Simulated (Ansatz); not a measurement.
A structure of BAs relaxed with PBEsol (plane waves to 420 eV, PAW, scalar-relativistic; Ansatz, a program for electronic structure); single points at other levels follow on the same geometry (Ansatz, PAW; HSE06 at 420 eV on a 8×8×8 k-mesh; no spin-orbit coupling). Space group F-43m (No. 216).

```yaml
crystal:
  lattice:
    - [0.00000, 2.38396, 2.38396]
    - [2.38396, 0.00000, 2.38396]
    - [2.38396, 2.38396, 0.00000]
  atoms:
    - { symbol: As, position: [0.50000, 0.50000, 0.50000] }
    - { symbol: B, position: [0.75000, 0.75000, 0.75000] }
```

```csv
level,gap (eV),kind,conduction minimum
PBEsol,1.08,indirect,82 % of the way from Γ to X
HSE06,?,–,?
```

Problem. What belongs in the gaps?

Solution. 
- HSE06, gap (eV): 1.82
- HSE06, conduction minimum: k = (-0.4118, -0.4118, 0)

HSE06 gaps come from a coarse mesh plus a few chosen points, so they may be too large. No spin polarisation in the result.

Measured for BAs: a 4.777 Å (room temperature; as listed in M J Lucero, T M Henderson, G E Scuseria, Journal of Physics Condensed Matter (2012)); gap 1.82 eV (room temperature; as listed in Joon Sang Kang et al., Applied Physics Letters (2019)). Computed minus measured — a: PBEsol -0.2 %; gap: PBEsol -0.74 eV, HSE06 0.00 eV. The computed values are for a static lattice, and a measured gap can be an optical one, lowered by exciton binding.

It was reached from a disturbed copy of a Fm-3m (No. 225) cell (rock salt type), against which it lies -0.84 eV/atom.
